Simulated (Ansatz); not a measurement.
Geometry optimisation, RKS PBE0/def2-SVP (Ansatz 0.2.0).

The input (input.yaml):

```yaml
crystal:
  periodic: [false, false, false]
  atoms:
    - { symbol: B, position_ang: [0.0, 0.0, 0.0] }
    - { symbol: F, position_ang: [0.0, 0.0, 1.67] }
    - { symbol: H, position_ang: [1.0305, 0.0, -0.595] }
    - { symbol: H, position_ang: [-1.0305, 0.0, -0.595] }
    - { symbol: Cl, position_ang: [0.0903, -2.0478, 0.6811] }
    - { symbol: H, position_ang: [0.047, -1.0669, 1.6505] }
basis:
  gaussian: { orbitals: def2-SVP }
hamiltonian:
  xc: pbe0
relax:
  f_tol: 0.15
  max_steps: 25
  restrain:
    - { distance: [0, 4], at: 3.06, k: 30.0 }
    - { distance: [5, 1], at: 2.12, k: 30.0 }
    - { distance: [0, 1], at: 1.32, k: 30.0 }
    - { distance: [5, 4], at: 1.37, k: 30.0 }
output:
  orbitals: {}
```

Launched with:

```bash
$ ansatz run input.yaml --threads 1 --pin off --max-ram 2048MiB --backend cpu --events-out ev --progress --plain --runs-dir out
```

Q: Where does it end, and by what steps?

A: The forces met the threshold. The restraints hold the end off the free minimum. After 6 steps the energy has fallen by 1.916 eV (the restraints' own energy left out); Cl5 moved furthest, 0.64 Å.

```tsv
step	energy less start (eV)	largest force component (eV/Å)	accepted
0	0.0000	5.291	yes
1	-0.7307	2.964	yes
2	-1.3215	2.781	yes
3	-1.6582	2.260	yes
4	-1.8489	1.402	yes
5	-1.9154	1.010	yes
6	-1.9163	0.995	yes
```

```xyz
6
Properties=species:S:1:pos:R:3
B -0.007 0.263 -0.030
F -0.008 0.437 1.284
H 1.062 0.252 -0.590
H -1.077 0.195 -0.585
Cl 0.096 -2.638 0.936
H 0.071 -1.623 1.796
```

Run time: 13 s on 1 thread of Arm Neoverse V1, with other jobs on the host, peak memory 0.13 GiB.
